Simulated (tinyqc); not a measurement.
CIS on RHF in the sto-6g basis, frozen core, for H2O, spin multiplicity 1, step by step. Computed by tinyqc, a small Python program that keeps every step (integrals from PySCF). Settings: charge = 0, multiplicity = 1, basis = sto-6g, method = RHF, frozen orbitals = 1, energy threshold = 1e-10, iteration cap = 83, orthogonalisation = symmetric, start = atomic densities, DIIS depth = 6. Command: `OMP_NUM_THREADS=1 python tinyqc.py 21992 21993 out.jsonl` (the two numbers bound the seeds that draw the settings). One thread of a shared host (Intel(R) Xeon(R) Processor @ 2.60GHz), about 0.1 s of CPU time with the checks. The early iterations of the SCF are left out here.

## One-electron integrals

Geometry (angstrom):
```
atom         x          y         z
O     0.000000   0.000000  0.000000
H     0.000000   0.745000  0.474000
H     0.000000  -0.745000  0.474000
```

Basis sto-6g: exponents (1/bohr^2) and contraction coefficients of normalised primitives:
```
element  l (shell)     exponent  coefficient
O            s (1)  1355.584234     0.009164
O            s (1)   248.544885     0.049361
O            s (1)    69.533902     0.168538
O            s (1)    23.886772     0.370563
O            s (1)     9.275933     0.416492
O            s (1)     3.820341     0.130334
O            s (2)    52.187762    -0.013253
O            s (2)    10.329320    -0.046992
O            s (2)     3.210345    -0.033785
O            s (2)     1.235135     0.250242
O            s (2)     0.536420     0.595117
O            s (2)     0.245881     0.240706
O            p (3)    52.187762     0.003760
O            p (3)    10.329320     0.037679
O            p (3)     3.210345     0.173897
O            p (3)     1.235135     0.418036
O            p (3)     0.536420     0.425860
O            p (3)     0.245881     0.101708
H            s (1)    35.523221     0.009164
H            s (1)     6.513144     0.049361
H            s (1)     1.822143     0.168538
H            s (1)     0.625955     0.370563
H            s (1)     0.243077     0.416492
H            s (1)     0.100112     0.130334
```

Overlap, kinetic and nuclear-attraction integrals over the contracted functions; the nuclear repulsion is the sum of Za Zb / Rab.

nuclear repulsion = 9.94379374 hartree

overlap S, lower triangle:
```
           1O 1s     1O 2s    1O 2px     1O 2py    1O 2pz     2H 1s     3H 1s
1O 1s   1.000000
1O 2s   0.231145  1.000000
1O 2px  0.000000  0.000000  1.000000
1O 2py  0.000000  0.000000  0.000000   1.000000
1O 2pz  0.000000  0.000000  0.000000   0.000000  1.000000
2H 1s   0.065674  0.526535  0.000000   0.351890  0.223887  1.000000
3H 1s   0.065674  0.526535  0.000000  -0.351890  0.223887  0.260554  1.000000
```

kinetic energy T (hartree), lower triangle:
```
            1O 1s     1O 2s    1O 2px     1O 2py    1O 2pz     2H 1s     3H 1s
1O 1s   29.327197
1O 2s   -0.896024  0.842618
1O 2px   0.000000  0.000000  2.531309
1O 2py   0.000000  0.000000  0.000000   2.531309
1O 2pz   0.000000  0.000000  0.000000   0.000000  2.531309
2H 1s    0.001151  0.167135  0.000000   0.288471  0.183537  0.768522
3H 1s    0.001151  0.167135  0.000000  -0.288471  0.183537  0.010036  0.768522
```

nuclear attraction V (hartree), lower triangle:
```
             1O 1s       1O 2s      1O 2px      1O 2py      1O 2pz      2H 1s      3H 1s
1O 1s   -62.456895
1O 2s    -6.428327  -10.173706
1O 2px    0.000000    0.000000  -10.074119
1O 2py    0.000000    0.000000    0.000000  -10.285953
1O 2pz   -0.020720   -0.222986    0.000000    0.000000  -10.159870
2H 1s    -2.096577   -4.390415    0.000000   -2.640883   -1.753500  -6.152864
3H 1s    -2.096577   -4.390415    0.000000    2.640883   -1.753500  -1.781715  -6.152864
```

core Hamiltonian H = T + V (hartree), lower triangle:
```
             1O 1s      1O 2s     1O 2px     1O 2py     1O 2pz      2H 1s      3H 1s
1O 1s   -33.129698
1O 2s    -7.324351  -9.331088
1O 2px    0.000000   0.000000  -7.542810
1O 2py    0.000000   0.000000   0.000000  -7.754644
1O 2pz   -0.020720  -0.222986   0.000000   0.000000  -7.628561
2H 1s    -2.095426  -4.223280   0.000000  -2.352412  -1.569962  -5.384341
3H 1s    -2.095426  -4.223280   0.000000   2.352412  -1.569962  -1.771680  -5.384341
```

## Two-electron integrals

Functions are numbered as in S; the eight-fold symmetry (ij|kl) = (ji|kl) = (kl|ij) leaves the list below.

Two-electron integrals (ij|kl) in chemists' order, unique and non-zero (hartree):
```
(11|11) 4.787491    (21|11) 0.675884    (21|21) 0.121505    (22|11) 1.117379
(22|21) 0.249212    (22|22) 0.817383    (31|31) 0.025762    (32|31) 0.039145
(32|32) 0.180664    (33|11) 1.117381    (33|21) 0.249212    (33|22) 0.817382
(33|33) 0.880663    (41|41) 0.025762    (42|41) 0.039145    (42|42) 0.180664
(43|43) 0.047461    (44|11) 1.117381    (44|21) 0.249212    (44|22) 0.817382
(44|33) 0.785741    (44|44) 0.880663    (51|51) 0.025762    (52|51) 0.039145
(52|52) 0.180664    (53|53) 0.047461    (54|54) 0.047461    (55|11) 1.117381
(55|21) 0.249212    (55|22) 0.817382    (55|33) 0.785741    (55|44) 0.785741
(55|55) 0.880663    (61|11) 0.205382    (61|21) 0.035356    (61|22) 0.070820
(61|33) 0.070664    (61|41) 0.001449    (61|42) 0.002816    (61|44) 0.070998
(61|51) 0.000922    (61|52) 0.001792    (61|54) 0.000212    (61|55) 0.070799
(61|61) 0.010488    (62|11) 0.457313    (62|21) 0.103217    (62|22) 0.369721
(62|33) 0.363926    (62|41) 0.006878    (62|42) 0.048686    (62|44) 0.376301
(62|51) 0.004376    (62|52) 0.030976    (62|54) 0.007874    (62|55) 0.368935
(62|61) 0.030119    (62|62) 0.200378    (63|31) 0.011995    (63|32) 0.065698
(63|43) 0.010264    (63|53) 0.006531    (63|63) 0.029857    (64|11) 0.261728
(64|21) 0.059960    (64|22) 0.229044    (64|33) 0.218481    (64|41) 0.015612
(64|42) 0.094913    (64|44) 0.246954    (64|51) 0.002301    (64|52) 0.018588
(64|54) 0.011585    (64|55) 0.221697    (64|61) 0.018389    (64|62) 0.151012
(64|64) 0.142755    (65|11) 0.166522    (65|21) 0.038149    (65|22) 0.145727
(65|33) 0.139007    (65|41) 0.002301    (65|42) 0.018588    (65|44) 0.144061
(65|51) 0.013459    (65|52) 0.077525    (65|54) 0.013480    (65|55) 0.154114
(65|61) 0.011700    (65|62) 0.096080    (65|64) 0.071830    (65|65) 0.075558
(66|11) 0.568895    (66|21) 0.130733    (66|22) 0.530530    (66|33) 0.509109
(66|41) 0.012295    (66|42) 0.114992    (66|44) 0.554853    (66|51) 0.007823
(66|52) 0.073163    (66|54) 0.029104    (66|55) 0.527626    (66|61) 0.038642
(66|62) 0.348565    (66|64) 0.300772    (66|65) 0.191363    (66|66) 0.774999
(71|11) 0.205382    (71|21) 0.035356    (71|22) 0.070820    (71|33) 0.070664
(71|41) -0.001449   (71|42) -0.002816   (71|44) 0.070998    (71|51) 0.000922
(71|52) 0.001792    (71|54) -0.000212   (71|55) 0.070799    (71|61) 0.010312
(71|62) 0.029009    (71|64) 0.015978    (71|65) 0.011252    (71|66) 0.036538
(71|71) 0.010488    (72|11) 0.457313    (72|21) 0.103217    (72|22) 0.369721
(72|33) 0.363926    (72|41) -0.006878   (72|42) -0.048686   (72|44) 0.376301
(72|51) 0.004376    (72|52) 0.030976    (72|54) -0.007874   (72|55) 0.368935
(72|61) 0.029009    (72|62) 0.163292    (72|64) 0.084238    (72|65) 0.075945
(72|66) 0.235015    (72|71) 0.030119    (72|72) 0.200378    (73|31) 0.011995
(73|32) 0.065698    (73|43) -0.010264   (73|53) 0.006531    (73|63) 0.023577
(73|73) 0.029857    (74|11) -0.261728   (74|21) -0.059960   (74|22) -0.229044
(74|33) -0.218481   (74|41) 0.015612    (74|42) 0.094913    (74|44) -0.246954
(74|51) -0.002301   (74|52) -0.018588   (74|54) 0.011585    (74|55) -0.221697
(74|61) -0.015978   (74|62) -0.084238   (74|64) -0.020107   (74|65) -0.038216
(74|66) -0.105329   (74|71) -0.018389   (74|72) -0.151012   (74|74) 0.142755
(75|11) 0.166522    (75|21) 0.038149    (75|22) 0.145727    (75|33) 0.139007
(75|41) -0.002301   (75|42) -0.018588   (75|44) 0.144061    (75|51) 0.013459
(75|52) 0.077525    (75|54) -0.013480   (75|55) 0.154114    (75|61) 0.011252
(75|62) 0.075945    (75|64) 0.038216    (75|65) 0.058385    (75|66) 0.120189
(75|71) 0.011700    (75|72) 0.096080    (75|74) -0.071830   (75|75) 0.075558
(76|11) 0.179279    (76|21) 0.040754    (76|22) 0.155388    (76|33) 0.152387
(76|44) 0.155830    (76|51) 0.002858    (76|52) 0.023005    (76|55) 0.157948
(76|61) 0.011730    (76|62) 0.081074    (76|64) 0.052491    (76|65) 0.043714
(76|66) 0.139955    (76|71) 0.011730    (76|72) 0.081074    (76|74) -0.052491
(76|75) 0.043714    (76|76) 0.038583    (77|11) 0.568895    (77|21) 0.130733
(77|22) 0.530530    (77|33) 0.509109    (77|41) -0.012295   (77|42) -0.114992
(77|44) 0.554853    (77|51) 0.007823    (77|52) 0.073163    (77|54) -0.029104
(77|55) 0.527626    (77|61) 0.036538    (77|62) 0.235015    (77|64) 0.105329
(77|65) 0.120189    (77|66) 0.347893    (77|71) 0.038642    (77|72) 0.348565
(77|74) -0.300772   (77|75) 0.191363    (77|76) 0.139955    (77|77) 0.774999
```

## Orthogonalisation

S = U s U^T; symmetric (Loewdin) form X = U s^(-1/2) U^T, so that X^T S X = 1.

eigenvalues of S: 0.295195  0.355306  0.896929  1.000000  1.074156  1.384140  1.994274

X, lower triangle:
```
            1O 1s      1O 2s    1O 2px     1O 2py     1O 2pz      2H 1s     3H 1s
1O 1s    1.023111
1O 2s   -0.142739   1.321137
1O 2px   0.000000   0.000000  1.000000
1O 2py   0.000000   0.000000  0.000000   1.159008
1O 2pz  -0.009629   0.125522  0.000000   0.000000   1.052473
2H 1s    0.021405  -0.352852  0.000000  -0.283081  -0.147922   1.270658
3H 1s    0.021405  -0.352852  0.000000   0.283081  -0.147922  -0.097956  1.270658
```

## Iteration 8 (converged): orbitals

converged F (hartree), lower triangle:
```
             1O 1s      1O 2s     1O 2px     1O 2py     1O 2pz      2H 1s      3H 1s
1O 1s   -20.478947
1O 2s    -4.963410  -2.361960
1O 2px    0.000000   0.000000  -0.396265
1O 2py    0.000000   0.000000   0.000000  -0.402938
1O 2pz   -0.030196  -0.145396   0.000000   0.000000  -0.391058
2H 1s    -1.418017  -1.138590   0.000000  -0.434844  -0.347461  -0.677048
3H 1s    -1.418017  -1.138590   0.000000   0.434844  -0.347461  -0.450500  -0.677048
```

Diagonalise F' = X^T F X, C = X C', fill 5 alpha and 5 beta electrons from the bottom; D = 2 C_occ C_occ^T. Each column has its largest component positive (the first on a tie).

F' = X^T F X (hartree), lower triangle:
```
            1          2          3          4          5          6         7
1  -20.145786
2   -2.506691  -1.102947
3    0.000000   0.000000  -0.396265
4    0.000000   0.000000   0.000000  -0.006897
5   -0.040608   0.110319   0.000000   0.000000  -0.254578
6   -0.277034  -0.594918   0.000000  -0.539485  -0.314439   0.056767
7   -0.277034  -0.594918   0.000000   0.539485  -0.314439  -0.128191  0.056767
```

orbital energies (hartree): MO1 -20.482390, MO2 -1.303124, MO3 -0.679923, MO4 -0.443831, MO5 -0.396265, MO6 0.654609, MO7 0.857985

coefficients C:
```
              MO1        MO2        MO3        MO4       MO5        MO6        MO7
1O 1s    0.996486  -0.220514   0.000000   0.090903  0.000000  -0.135148   0.000000
1O 2s    0.017343   0.814425   0.000000  -0.512918  0.000000   1.050651   0.000000
1O 2px   0.000000   0.000000   0.000000   0.000000  1.000000   0.000000   0.000000
1O 2py   0.000000   0.000000   0.604324   0.000000  0.000000   0.000000   1.066941
1O 2pz   0.003494   0.142115   0.000000   0.828648  0.000000   0.678560   0.000000
2H 1s   -0.004434   0.160321   0.427914   0.232899  0.000000  -0.868616  -0.913004
3H 1s   -0.004434   0.160321  -0.427914   0.232899  0.000000  -0.868616   0.913004
```

D after iteration 8, lower triangle:
```
            1O 1s      1O 2s    1O 2px     1O 2py    1O 2pz      2H 1s     3H 1s
1O 1s    2.099749
1O 2s   -0.417871   1.853346
1O 2px   0.000000   0.000000  2.000000
1O 2py   0.000000   0.000000  0.000000   0.730414
1O 2pz   0.094940  -0.618453  0.000000   0.000000  1.413734
2H 1s   -0.037201   0.022069  0.000000   0.517197  0.431519   0.526149
3H 1s   -0.037201   0.022069  0.000000  -0.517197  0.431519  -0.206292  0.526149
```

## Convergence

Stop when the energy changes by less than 1e-10 hartree and every element of the error matrix X^T (F D S - S D F) X is below 3e-06.

Course of the cycle:
```
iteration   E (hartree)     change  largest element of the error matrix
1          -76.40451371          -                             1.52e+00
2          -75.62230627   7.82e-01                             1.72e-01
3          -75.64722105  -2.49e-02                             1.65e-02
4          -75.64751308  -2.92e-04                             3.86e-03
5          -75.64753116  -1.81e-05                             1.99e-04
6          -75.64753125  -9.12e-08                             2.87e-05
7          -75.64753125  -1.86e-09                             2.36e-07
8          -75.64753125  -1.42e-13                             1.69e-10
```

PySCF RHF in the same basis = -75.64753125 hartree

Converged in 8 iterations.

## Integrals over molecular orbitals

(pq|rs) = sum C_ip C_jq C_kr C_ls (ij|kl), one index at a time.

one-electron integrals over orbitals h = C^T H C (hartree), lower triangle:
```
            1          2          3          4          5          6          7
1  -33.115364
2    0.567836  -7.794110
3    0.000000   0.000000  -6.588403
4   -0.228450   0.353395   0.000000  -7.245106
5    0.000000   0.000000   0.000000   0.000000  -7.542810
6    0.360391  -1.477599   0.000000  -0.884719   0.000000  -5.316077
7    0.000000   0.000000  -1.729324   0.000000   0.000000   0.000000  -5.684320
```

Two-electron integrals over orbitals (pq|rs), unique and non-zero (hartree); the lowest 1 orbital is frozen and left out:
```
(22|22) 0.733928    (32|32) 0.151854    (33|22) 0.659616    (33|33) 0.654909
(42|22) 0.016637    (42|33) 0.007684    (42|42) 0.122817    (43|32) 0.015187
(43|43) 0.042582    (44|22) 0.692413    (44|33) 0.620258    (44|42) -0.103997
(44|44) 0.833460    (52|52) 0.143942    (53|53) 0.030251    (54|52) -0.043678
(54|54) 0.057143    (55|22) 0.749600    (55|33) 0.643592    (55|42) -0.056136
(55|44) 0.751728    (55|55) 0.880663    (62|22) 0.145576    (62|33) 0.077091
(62|42) 0.019267    (62|44) 0.109892    (62|55) 0.166717    (62|62) 0.104353
(63|32) -0.047560   (63|43) -0.023870   (63|63) 0.074893    (64|22) 0.081601
(64|33) 0.037701    (64|42) -0.007781   (64|44) 0.099257    (64|55) 0.091636
(64|62) 0.060521    (64|64) 0.050332    (65|52) 0.064739    (65|54) -0.005450
(65|65) 0.041676    (66|22) 0.616182    (66|33) 0.579711    (66|42) 0.064295
(66|44) 0.548637    (66|55) 0.588859    (66|62) 0.091652    (66|64) 0.041112
(66|66) 0.596716    (72|32) 0.035840    (72|43) -0.031499   (72|63) 0.036691
(72|72) 0.059177    (73|22) 0.135054    (73|33) 0.095441    (73|42) -0.067699
(73|44) 0.173414    (73|55) 0.186300    (73|62) 0.081942    (73|64) 0.059751
(73|66) 0.036275    (73|73) 0.146623    (74|32) -0.073184   (74|43) 0.011262
(74|63) 0.039461    (74|72) -0.016900   (74|74) 0.062920    (75|53) 0.023740
(75|75) 0.024504    (76|32) 0.108328    (76|43) 0.038280    (76|63) -0.070601
(76|72) -0.009348   (76|74) -0.054991   (76|76) 0.122749    (77|22) 0.635147
(77|33) 0.626827    (77|42) -0.013437   (77|44) 0.628836    (77|55) 0.637859
(77|62) 0.074724    (77|64) 0.034616    (77|66) 0.571685    (77|73) 0.100446
(77|77) 0.634991
```

## CIS matrix, singlets

A(ia,jb) = (e_a - e_i) d_ij d_ab + 2 (ia|jb) - (ij|ab).

CIS matrix A, singlet (hartree), lower triangle:
```
          2>6        2>7       3>6       3>7       4>6       4>7       5>6       5>7
2>6  1.550256
2>7  0.000000   1.644316
3>6  0.000000  -0.034946  0.904607
3>7  0.055557   0.000000  0.000000  1.204326
4>6  0.056748   0.000000  0.000000  0.081223  0.650467
4>7  0.000000  -0.020364  0.040642  0.000000  0.000000  0.798820
5>6  0.000000   0.000000  0.000000  0.000000  0.000000  0.000000  0.545366
5>7  0.000000   0.000000  0.000000  0.000000  0.000000  0.000000  0.000000  0.665399
```

## CIS singlet states

dipole integrals <i|r|a> (bohr):
```
            x          y          z
2>6  0.000000   0.000000  -0.106275
2>7  0.000000  -0.191905   0.000000
3>6  0.000000  -0.856381   0.000000
3>7  0.000000   0.000000  -0.544091
4>6  0.000000   0.000000  -0.319237
4>7  0.000000  -0.577567   0.000000
5>6  0.081799   0.000000   0.000000
5>7  0.000000   0.000000   0.000000
```

Diagonalise A (1 hartree = 27.211386 eV); each vector has its largest component positive (the first on a tie). The transition dipole is mu = sqrt2 sum c_ia <i|r|a>.

singlet excitation energies (eV): 14.840154  17.312783  18.106416  21.359108  24.932734  32.779443  42.563889  44.804876

lowest vectors:
```
      state 1    state 2   state 3    state 4   state 5    state 6
2>6  0.000000  -0.053137  0.000000   0.000000  0.000000  -0.177418
2>7  0.000000   0.000000  0.000000   0.009481  0.054329   0.000000
3>6  0.000000   0.000000  0.000000  -0.319071  0.946490   0.000000
3>7  0.000000  -0.136241  0.000000   0.000000  0.000000   0.976176
4>6  0.000000   0.989250  0.000000   0.000000  0.000000   0.124910
4>7  0.000000   0.000000  0.000000   0.947683  0.318126   0.000000
5>6  1.000000   0.000000  0.000000   0.000000  0.000000   0.000000
5>7  0.000000   0.000000  1.000000   0.000000  0.000000   0.000000
```

oscillator strengths 2/3 w |mu|^2: 0.004865  0.047260  0.000000  0.079680  1.233246  0.489670

## CIS matrix, triplets

A(ia,jb) = (e_a - e_i) d_ij d_ab - (ij|ab).

CIS matrix A, triplet (hartree), lower triangle:
```
           2>6        2>7        3>6        3>7       4>6       4>7       5>6       5>7
2>6   1.341550
2>7   0.000000   1.525962
3>6   0.000000  -0.108328   0.754821
3>7  -0.108328   0.000000   0.000000   0.911080
4>6  -0.064295   0.000000   0.000000  -0.038280  0.549803
4>7   0.000000   0.013437  -0.038280   0.000000  0.000000  0.672979
5>6   0.000000   0.000000   0.000000   0.000000  0.000000  0.000000  0.462014
5>7   0.000000   0.000000   0.000000   0.000000  0.000000  0.000000  0.000000  0.616390
```

## CIS triplet states

Diagonalise A (1 hartree = 27.211386 eV); each vector has its largest component positive (the first on a tie).

triplet excitation energies (eV): 12.572054  14.653239  16.772837  17.875135  20.560270  24.303159  37.301688  41.940552

lowest vectors:
```
      state 1   state 2   state 3   state 4    state 5    state 6
2>6  0.000000  0.096474  0.000000  0.000000   0.000000   0.212227
2>7  0.000000  0.000000  0.000000  0.035381   0.134521   0.000000
3>6  0.000000  0.000000  0.000000  0.397572   0.907219   0.000000
3>7  0.000000  0.129444  0.000000  0.000000   0.000000   0.966031
4>6  0.000000  0.986882  0.000000  0.000000   0.000000  -0.147455
4>7  0.000000  0.000000  0.000000  0.916888  -0.398570   0.000000
5>6  1.000000  0.000000  0.000000  0.000000   0.000000   0.000000
5>7  0.000000  0.000000  1.000000  0.000000   0.000000   0.000000
```
